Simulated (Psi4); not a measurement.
# NO+ (nitrosonium) at B2PLYP/aug-cc-pVTZ (density fitting for correlation)

What is the vertical singlet–triplet gap of NO+ (nitrosonium) at B2PLYP/aug-cc-pVTZ (density fitting for correlation)? 

The calculation is run with Psi4 1.11.

### 1 Starting point

NO+: 2 atoms, total charge +1, spin state singlet. SMILES: `N#[O+]`. The bond length is the measured one.

Bond lengths: N1–O2 1.063 Å.

### 2 A single-point energy at B2PLYP/aug-cc-pVTZ (density fitting for correlation)

The input, job.dat:

```
memory 1600 MB

molecule m {
  1 1
  N      0.000000     0.000000     0.000000
  O      0.000000     0.000000     1.063220
  symmetry c1
  no_reorient
  no_com
}

set {
  reference rks
  puream true
  e_convergence 1e-09
  d_convergence 1e-08
  scf_type pk
  dft_radial_points 99
  dft_spherical_points 590
  num_frozen_docc 2
}

E, wfn = energy("b2plyp/aug-cc-pVTZ", return_wfn=True)
print_variables()
```

On the command line:

```sh
$ psi4 -n 1 job.dat job.out
```

job.out:

```text
[...]
  Running in c1 symmetry.
[...]
  Nuclear repulsion =   27.871864522413048
[...]
  Multiplicity = 1
[...]
  Nalpha       = 7
  Nbeta        = 7
[...]
    Number of basis functions: 92
[...]
   @RKS iter   1:  -129.35896188958793    3.64063e-02   2.27352e-03 DIIS/ADIIS
[...]
   @RKS iter   9:  -129.38192384460888   -2.78533e-12   4.26561e-09 DIIS
[...]
    Orbital Energies [Eh]
    ---------------------
    Doubly Occupied:
       1A    -20.371586     2A    -15.494555     3A     -1.935555
       4A     -1.202441     5A     -1.055202     6A     -1.055202
       7A     -1.010910
[...]
  @RKS Final Energy:  -129.38192384460888
   => Energetics <=
    Nuclear Repulsion Energy =             27.8718645224130483
    One-Electron Energy =                -225.0915956732528969
    Two-Electron Energy =                  75.0094857731907467
    DFT Exchange-Correlation Energy =      -7.1716784669598033
    Empirical Dispersion Energy =           0.0000000000000000
    VV10 Nonlocal Energy =                  0.0000000000000000
    Total Energy =                       -129.3819238446088775
[...]
 Multipole Moments:
 ------------------------------------------------------------------------------------
     Multipole            Electronic (a.u.)      Nuclear  (a.u.)        Total (a.u.)
 ------------------------------------------------------------------------------------
 L = 1.  Multiply by 2.5417464519 to convert [e a0] to [Debye]
 Dipole X            :         -0.0000000            0.0000000           -0.0000000
 Dipole Y            :         -0.0000000            0.0000000           -0.0000000
 Dipole Z            :        -15.1964213           16.0735569            0.8771356
 Magnitude           :                                                    0.8771356
[...]
```

Wall time 6.6 s (1 thread of Intel Xeon Platinum 8259CL at 2.50GHz (Skylake/Cascade Lake), shared host); peak memory 0.66 GiB.

### 3 The triplet at the same level

The input, job.inp:

```
memory 1.6 GB

molecule system {
  1 3
  N      0.000000     0.000000     0.000000
  O      0.000000     0.000000     1.063220
  symmetry c1
  no_reorient
  no_com
}

set globals {
  basis                aug-cc-pVTZ
  reference            uks
  puream               true
  e_convergence        1e-09
  d_convergence        1e-08
  scf_type             pk
  dft_radial_points    99
  dft_spherical_points 590
  num_frozen_docc      2
  maxiter              100
}

result, w = energy('b2plyp', return_wfn=True)
print_variables()
```

On the command line:

```sh
$ psi4 -n 1 job.inp job.out
```

job.out:

```text
[...]
  Running in c1 symmetry.
[...]
  Nuclear repulsion =   27.871864522413048
[...]
  Multiplicity = 3
[...]
  Nalpha       = 8
  Nbeta        = 6
[...]
    Number of basis functions: 92
[...]
   @UKS iter   1:  -129.05641916465927    3.38949e-01   3.35578e-03 DIIS/ADIIS
[...]
   @UKS iter  14:  -129.11021024028975   -5.62750e-12   6.19527e-09 DIIS
[...]
   @S^2 Observed:                2.032746559E+00
[...]
    Orbital Energies [Eh]
    ---------------------
    Alpha Occupied:
       1A    -20.323658     2A    -15.508541     3A     -1.918405
       4A     -1.267969     5A     -1.116815     6A     -1.089541
       7A     -1.037533     8A     -0.721352
    Alpha Virtual:
       9A     -0.423348    10A     -0.158519    11A     -0.114090
      12A     -0.108487    13A     -0.108384    14A     -0.041298
      15A     -0.018974    16A     -0.014652    17A      0.060513
      18A      0.083755    19A      0.084264    20A      0.158545
      21A      0.227209    22A      0.231596    23A      0.276067
      24A      0.278535    25A      0.290035    26A      0.312893
[...]
  @UKS Final Energy:  -129.11021024028975
   => Energetics <=
    Nuclear Repulsion Energy =             27.8718645224130483
    One-Electron Energy =                -225.0855674357947294
    Two-Electron Energy =                  75.3103172596109687
    DFT Exchange-Correlation Energy =      -7.2068245865190361
    Empirical Dispersion Energy =           0.0000000000000000
    VV10 Nonlocal Energy =                  0.0000000000000000
    Total Energy =                       -129.1102102402897458
[...]
 Multipole Moments:
 ------------------------------------------------------------------------------------
     Multipole            Electronic (a.u.)      Nuclear  (a.u.)        Total (a.u.)
 ------------------------------------------------------------------------------------
 L = 1.  Multiply by 2.5417464519 to convert [e a0] to [Debye]
 Dipole X            :          0.0000000            0.0000000            0.0000000
 Dipole Y            :         -0.0000000            0.0000000           -0.0000000
 Dipole Z            :        -15.7131085           16.0735569            0.3604484
 Magnitude           :                                                    0.3604484
[...]
```

It took 13 s on 1 thread of Intel Xeon Platinum 8259CL at 2.50GHz (Skylake/Cascade Lake), shared host; peak memory 0.66 GiB.

### 4 Results

At B2PLYP/aug-cc-pVTZ (density fitting for correlation), 2 core orbitals frozen:

```
                                                         quantity          value
                                            singlet: total energy  -129.51983 Eh
                       singlet: HOMO energy (SCF part's orbitals)      -27.51 eV
                       singlet: LUMO energy (SCF part's orbitals)      -11.05 eV
                     singlet: HOMO–LUMO gap (SCF part's orbitals)       16.46 eV
                                            triplet: total energy  -129.23039 Eh
triplet: HOMO energy (SCF part's orbitals) (highest over α and β)      -19.63 eV
 triplet: LUMO energy (SCF part's orbitals) (lowest over α and β)      -18.05 eV
                                                    triplet: ⟨S²⟩          2.033
                 vertical energy of the triplet above the singlet       7.876 eV
```

In words: At this shape the triplet lies 7.88 eV (182 kcal/mol) above the singlet.
